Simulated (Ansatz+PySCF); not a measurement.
Results of a calculation; reference values are marked as such.
## Several solutions for singlet N2

```yaml
atoms:
  - { symbol: N, position_ang: [0.0000, 0.0000, -0.8508] }
  - { symbol: N, position_ang: [0.0000, 0.0000, 0.8508] }
```

Basis set: STO-3G (spherical functions). Charge 0, multiplicity 1.

PBE0 (unrestricted) was run from several starts with Ansatz (development build ahead of 0.2.0) and PySCF 2.14.0.

| run | program | start | converged | energy (hartree) | <S²> |
| --- | --- | --- | --- | --- | --- |
| A | PySCF | program defaults | yes | -107.69272 | 0.00 |
| B | Ansatz | stability test followed | yes | -107.77041 | 1.69 |
| C | Ansatz | search for the lowest state | yes | -107.77041 | 1.69 |
| D | Ansatz | atomic start, no search | yes | -107.69272 | 0.00 |

(1) Which runs reached the lowest solution of this kind, and what is wrong with the others?

Results:

(1) B, C reached the lowest solution found. Converged but too high: A by 2.11 eV, D by 2.11 eV. Convergence only shows a stationary point, and even a stable one can lie too high; stability tests and further starts are what find lower ones. Caution: the unrestricted determinant is a mixture of spin states.
